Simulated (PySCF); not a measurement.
One entry of a table of gas-phase calculations, keyed by method. Lists by class give the value and the number of equivalent atoms.

```json
{
 "name": "BH2",
 "formula": "BH2",
 "smiles": "[BH2]",
 "charge": 0,
 "multiplicity": 2,
 "geometry_level": "PBE0-D3(BJ)/def2-SVP",
 "atoms_angstrom": [
  ["B", 0.01, 0.343, -0.006],
  ["H", -1.082, -0.167, -0.024],
  ["H", 1.095, -0.181, 0.004]
 ],
 "electronic_structure_code": "PySCF",
 "results": {
  "PBE0-D3(BJ)/def2-SVP geometry optimisation, gas phase": {
   "point_group": "C2v",
   "rotational_constants_GHz": [1109.221, 211.726, 177.79],
   "dipole_D": 0.51
  },
  "UKS B3LYP, IGLO-III on B, pcH-1 on H, non-relativistic, mean-field spin-orbit, GIAO": {
   "g_iso": 2.00184,
   "g_tensor": [2.00083, 2.00223, 2.00246],
   "s2": 0.751,
   "a_iso_by_class_MHz": [
    ["11B", 369.3, 1],
    ["1H", 44.5, 2]
   ],
   "spin_populations_mulliken_by_atom": [0.99, 0.0, 0.0]
  }
 }
}
```

Point group C2v permits a dipole; with 0.51 D the species has a pure rotational spectrum. In atomic units the dipole is 0.20 e·bohr (1 au = 2.5417 D). With B = h/(8π²I), that is 505.379 GHz u Å² over I, the principal moments of inertia are 0.46, 2.39 and 2.84 u Å² (most abundant isotopes); the inertial defect Ic − Ia − Ib is 0.0 u Å² (zero for a rigid planar frame, negative otherwise). ⟨S²⟩ is 0.001 above the pure-spin value S(S + 1) = 0.75. At 9.50 GHz, hν = g·μB·B₀ (B₀ the magnetic field) puts the centre of the isotropic spectrum, to first order, at 339.1 mT.

